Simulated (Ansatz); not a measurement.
Pressure coefficients of Eu

```cif
data_structure
_symmetry_space_group_name_H-M 'Im-3m'
_symmetry_Int_Tables_number 229
_cell_length_a 4.3841
_cell_length_b 4.3841
_cell_length_c 4.3841
_cell_angle_alpha 90.000
_cell_angle_beta 90.000
_cell_angle_gamma 90.000
_cell_volume 84.26
loop_
_atom_site_label
_atom_site_type_symbol
_atom_site_symmetry_multiplicity
_atom_site_Wyckoff_symbol
_atom_site_fract_x
_atom_site_fract_y
_atom_site_fract_z
_atom_site_occupancy
Eu1 Eu 2 a 0.00000 0.00000 0.00000 1
```

The runs use the primitive cell with vectors (-2.192, 2.192, 2.192), (2.192, -2.192, 2.192), (2.192, 2.192, -2.192) Å, to which the k mesh refers.

The cell was built from the bcc type and relaxed in the same program, and has space group Im-3m; it needn't be a known or the stable phase.

Semilocal functionals without a Hubbard term describe localised f shells poorly; where the shell is localised, the real material differs.

Other magnetic orders may lie lower; this is the state that the run reached.

No spin–orbit coupling, which matters for the heavy atoms here.

All numbers below come from DFT, PBE, all-electron LAPW, scalar-relativistic (Ansatz 0.2.0).

Settings: a Γ-centred 14×14×14 k mesh, Fermi–Dirac smearing of 0.05 eV, basis error target 1 meV/atom, spin-polarised from start moments Eu 7 μB.

The cell is scaled evenly with fractional coordinates held.

```csv
V/V(cell),P (GPa),cell moment (μB)
0.9600,0.67,7.242
0.9800,0.36,7.252
1.0000,0.07,7.262
1.0200,-0.19,7.272
```

Task: From the rows at 0.9800 and 1.0200, what is the bulk modulus at the cell's volume?

Result: B = −ΔP/Δln V = −[(-0.19) − (0.36)]/0.04001 = 13.7 GPa.

Task: How does the moment scale with volume?

Result: dln M/dln V = ln(7.272/7.252)/0.04001 = 0.07: the moment hardly moves, as with a saturated or integer moment.

Task: Predict the row at V/V(cell) = 1.0400. How far is a linear estimate of P off?

Result: P = -0.43 GPa, moment 7.282 μB. The linear estimate P(cell) − B ln(V/V(cell)) = -0.47 GPa misses by 0.04 GPa, since the modulus falls on expansion.
